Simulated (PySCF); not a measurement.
## SF4: calculation against experiment

**The experiment to reproduce.**

NIST CCCBDB Release 22 (SRD 101), experimental dipoles lists, for the gas: dipole moment (microwave Stark effect, vibrational ground state) 0.632 ± 0.003 D.

The results are set against them at the end.

Compound: SF4.
Atom-mapped SMILES: `[F:1][S:2]([F:3])([F:4])[F:5]`

Cartesian coordinates in Å at the PBE0-D3(BJ)/def2-SVP level; atoms count from 1:
```xyz
5
SF4 angstrom
F     -0.0449    1.3169   -0.0745
S     -0.2902   -0.2097    0.2543
F     -1.2616   -0.2652   -1.0878
F      0.8364   -0.0534    1.4613
F      0.8352   -0.8990   -0.6154
```

The PySCF runs (gas phase, on this PBE0-D3(BJ)/def2-SVP geometry; no spin–orbit coupling):

| level | job | basis functions | wall time |
| --- | --- | --- | --- |
| PBE0-D3(BJ)/def2-SVP, grid level 1 | geometry optimisation from an MMFF94s start shaken at random | 74 | 95 s |
| PBE0/pcSseg-1 | shieldings, charges and field gradients, density and orbital grids written | 92 | 9.3 s |
| wB97X-D/pcSseg-2 | shieldings | 187 | 23 s |
| PBE0/def2-SVPD | 10 singlets by full TDDFT, 4 Tamm–Dancoff triplets, polarisability, ΔSCF ions, density and orbital grids written | 119 | 33 s |

Hardware: Arm Neoverse N1, one thread, on a shared host.

**Comparison with experiment**

**Dipole moment.** Measured: 0.632 D (NIST CCCBDB Release 22 (SRD 101), experimental dipoles).

```tsv
level	computed (D)	computed − measured (D)	% (from the printed values)
PBE0-D3(BJ)/def2-SVP	0.968	+0.336	+53
PBE0/pcSseg-1	0.950	+0.318	+50
wB97X-D/pcSseg-2	0.893	+0.261	+41
PBE0/def2-SVPD	0.828	+0.196	+31
```

Closest is PBE0/def2-SVPD (+0.196 D), furthest PBE0-D3(BJ)/def2-SVP (+0.336 D); one molecule doesn't rank methods. All 4 levels lie above the measurement. The computed dipoles belong to one fixed geometry; measured ones are averaged over vibrations unless marked μe. Magnitudes are compared, not signs.

No measured geometry was used, and the causes of the misses weren't examined.
